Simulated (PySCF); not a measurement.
The numbers below are computed, except where a source is named.
**Si2BH6**

Si2BH6 is a small molecule, neutral, doublet. The structure, one conformer, was relaxed in the gas phase by PBE0-D3(BJ)/def2-SVP. No frequency run checks that it is a minimum.

SMILES: [SiH3][B][SiH3]

```xyz
9

Si   -0.406   -1.834   -0.573
B     0.011   -0.006    0.025
Si    0.424    1.843    0.555
H    -0.101   -2.121   -2.011
H    -1.893   -1.923   -0.383
H     0.241   -2.902    0.255
H    -0.106    2.215    1.905
H    -0.012    2.899   -0.415
H     1.925    1.855    0.615
```
(Å; atoms numbered from 1)

EPR values by unrestricted B3LYP, IGLO-III on B Si, pcH-1 on H.

**Question.** Predict g and the largest hyperfine couplings. Where does the spin sit?

**Answer.** g = 1.9995, 2.0021, 2.0021. The spin sits on B2 (90 %, bonded to 2 Si) by Mulliken populations.
```tsv
atom	isotope	isotropic (MHz)	dipolar, principal values (MHz)
B2	11B	57.6	-46.6, -44.4, 91.1
H8	1H	66.4	-2.6, -1.4, 4.0
H4	1H	66.2	-2.6, -1.4, 4.0
H6	1H	49.8	-2.6, -1.6, 4.3
H7	1H	49.6	-2.7, -1.6, 4.3
Si1	29Si	43.4	-2.2, -1.6, 3.8
```

**Question.** How do the isotropic couplings move with BHandHLYP?

**Answer.** B2 57.6 to 70.0 MHz, H8 66.4 to 63.4 MHz, H4 66.2 to 63.3 MHz, H6 49.8 to 47.6 MHz.
